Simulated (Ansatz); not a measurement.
Two isomers of C2H5NS: A = `C/N=C/S`, B = `CC(N)=S`.

Gas-phase electronic energies from Ansatz, PBE0-D4/def2-TZVP geometries. CCSD(T)/CBS adds triple-zeta CCSD(T) − MP2 to the extrapolated MP2 energy (def2 sets, frozen cores). Functionals use def2-TZVPP. B3LYP here is the variant with VWN-RPA as its local correlation; programs differ in this. Each species was taken in one conformer, which may not be the lowest.

(1) Which isomer does CCSD(T)/CBS put lower? Give the gap. (Best estimate.)

(2) Give E(B) − E(A) in kcal/mol with ωB97M-V, CCSD(T)/def2-SVP, BLYP-D4, CCSD/def2-TZVPP, B3LYP, B3LYP-D4, PBE-D4. (Best estimate.)

(3) Does the order hold for the free energy at 298.15 K (harmonic terms from PBE0-D4)? (Estimate.)

Largest T1 diagnostic: 0.016.

Results:

(1) Computed: B, by 21.0 kcal/mol.

(2) Ansatz gave: ωB97M-V -21.7, CCSD(T)/def2-SVP -19.0, BLYP-D4 -19.8, CCSD/def2-TZVPP -19.6, B3LYP -20.4, B3LYP-D4 -20.9, PBE-D4 -21.2. None reverses the order clearly.

(3) Computed: Yes: G(B) − G(A) = -19.4 kcal/mol, for one conformer each. Modes under 60 cm⁻¹, often nearly free rotors, make the harmonic entropy too high.

From PBE to PBE0 (25 % exact exchange), in def2-TZVPP and without D4, E(B) − E(A) moves by −1.2 kcal/mol. At CCSD(T), def2-SVP lies +2.1 kcal/mol from the extrapolated value and def2-TZVPP +1.2 kcal/mol.
